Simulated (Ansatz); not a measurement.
# CH4Al− (SMILES [CH2-][AlH2]): single points off equilibrium

The task here is to estimate one member of a computed series from the others.

Computed with Ansatz 0.2.0, Gaussian basis. Level: single points in def2-TZVPPD.

Correlated methods freeze the cores. B3LYP uses VWN-RPA correlation.

**The starting structure**

SMILES `[CH2-][AlH2]`, 6 atoms, charge -1, spin multiplicity 1.

Atoms are counted from 1 here; the program's logs count them from 0.

Bond lengths: C1–Al2 1.830 Å, C1–H3 1.176 Å, C1–H4 1.134 Å, Al2–H5 1.647 Å, Al2–H6 1.633 Å. Angles: Al2–C1–H3 106.1°, Al2–C1–H4 109.9°, H3–C1–H4 102.8°, C1–Al2–H5 138.5°, C1–Al2–H6 129.8°, H5–Al2–H6 91.7°.

Geometry (Å):

```xyz
6

C    -0.2300   -1.1243    0.3602
Al    0.0168    0.6659    0.0706
H    -0.9582   -1.4933   -0.4859
H     0.7275   -1.6880    0.1322
H     0.5558    1.6584   -1.1279
H    -0.2305    1.9301    1.0742
```

The first run:

The input, run/in.yaml:

```yaml
crystal:
  periodic: [false, false, false]
  atoms:
    - {symbol: C, position_ang: [-0.230000, -1.124300, 0.360200]}
    - {symbol: Al, position_ang: [0.016800, 0.665900, 0.070600]}
    - {symbol: H, position_ang: [-0.958200, -1.493300, -0.485900]}
    - {symbol: H, position_ang: [0.727500, -1.688000, 0.132200]}
    - {symbol: H, position_ang: [0.555800, 1.658400, -1.127900]}
    - {symbol: H, position_ang: [-0.230500, 1.930100, 1.074200]}
basis:
  gaussian: {orbitals: "def2-TZVPPD.json"}
total_charge: -1
correlation: {method: ccsd_t}
output: {forces: true}
```

The basis file named in the input lies beside it (Basis Set Exchange, JSON).

No record of the launch command was kept for these runs.

Among the steps run: CCSD(T)/def2-TZVPPD; PBE0-D4/def2-TZVPPD; wB97M-V/def2-TZVPPD; r2SCAN-D4/def2-TZVPPD; PBE-D4/def2-TZVPPD; B3LYP-D4/def2-TZVPPD; HSE06-D4/def2-TZVPPD.

One table of the session follows, with a row left open; its other results are not shown here.

```
   method  RMS force component (eV/Å)  angle to CCSD(T) forces (°)
  CCSD(T)                       0.831                    reference
  PBE0-D4                       0.781                          6.5
  wB97M-V                       0.800                          7.2
r2SCAN-D4                       0.762                          5.2
   PBE-D4                       0.728                          6.7
 B3LYP-D4                           ?                            ?
 HSE06-D4                       0.781                          6.2
```

Q: Estimate the row for B3LYP-D4 from the others.

As computed: RMS force component (eV/Å): 0.798; angle to CCSD(T) forces (°): 4.9. In the column «RMS force component (eV/Å)» it lies between HSE06-D4 (0.781) and wB97M-V (0.800).

Caveats from the session: The anion's highest level is positive in at least one run, so there the basis alone may hold the extra electron.
